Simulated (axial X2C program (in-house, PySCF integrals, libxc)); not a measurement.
Levels of LiH⁻ by electron attachment to LiH (EOM-EA-CCSD)

Computed with an in-house all-electron X2C program for linear molecules (integrals from PySCF): two-component X2C with atomic mean-field Coulomb and Gaunt terms, Gaussian nuclei, basis Li dyall-acv3z, H dyall-av3z with contracted cores.

R = 1.597 Å (near the PBE0 minimum at charge 0 of the determinant lowest at the starting distance; the state shown can have its own minimum elsewhere).

Levels of LiH⁻ obtained by attaching an electron to LiH:

| Ω | binding energy (eV) | above lowest (cm⁻¹) | attached spinor | one-particle weight |
| --- | --- | --- | --- | --- |
| 1/2 | 0.286 | 0 | 48% Li sσ, 44% Li pσ, 7% H sσ | 0.99 |
| 1/2 | -0.215 | 4046 | 100% Li pπ | 1.00 |
| 3/2 | -0.215 | 4046 | 100% Li pπ | 1.00 |
| 1/2 | -0.279 | 4563 | 89% Li pσ, 9% Li sσ | 1.00 |
| 1/2 | -0.486 | 6226 | 77% Li sσ, 21% Li pσ | 1.00 |
| 1/2 | -0.787 | 8653 | 97% Li pπ | 0.99 |
| 3/2 | -0.787 | 8653 | 97% Li pπ | 0.99 |

Negative binding energies belong to unbound states, resonances or levels that the basis set holds; within some tenths of an eV of zero the sign is not settled.

This point took 0.69 s on 1 thread of Intel(R) Xeon(R) 6975P-C (Granite Rapids), with other jobs on the host.

Reference electrons by ω block (each with its −ω partner): 1/2: 2. 2 electrons of LiH correlated (inner shells frozen), 78 natural virtual spinors (a truncated set); levels can be off by some tenths of an eV. Roots sought by Ω: (1/2: 5, 3/2: 4, 5/2: 2, 7/2: 1); the list ends where they run out and leaves out roots under 60 % one-particle weight. The solver can skip a root, and states that need a further excitation, which the method places far too high, are missing though they may lie low or lowest. T1 of the reference 0.010 (Lee–Taylor). Number of frozen shells: Li 1 s; H none.
